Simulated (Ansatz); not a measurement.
Two shapes of singlet C₃H₃(+).

Shape 1:

```xyz
6

C     0.7874    0.0000   -0.0001
C    -0.3937    0.6819    0.0001
C    -0.3938   -0.6820   -0.0001
H     1.8815    0.0000    0.0001
H    -0.9408    1.6295    0.0001
H    -0.9408   -1.6294   -0.0001
```

Shape 2:

```xyz
6

C     0.7245    0.0000    0.0000
C    -0.3622    0.6274    0.0000
C    -0.3622   -0.6274    0.0000
H     1.7310    0.0000    0.0000
H    -0.8655    1.4991    0.0000
H    -0.8655   -1.4991    0.0000
```

Basis set: cc-pVDZ (spherical functions). Frozen core: 3 orbitals. Charge 1, multiplicity 1.

Computed with Ansatz (development build ahead of 0.2.0); each method stands on the lowest determinant of its kind that the runs found.

(1) Which shape is lower in energy, and by how much in each method?

## Answers

(1)

| method | E(2) − E(1) (eV) |
| --- | --- |
| RHF | 1.305 |
| RHF-MP2 | 1.857 |

Shape 1 is lower. Caution: no unrestricted run beside it, a lower state can exist.
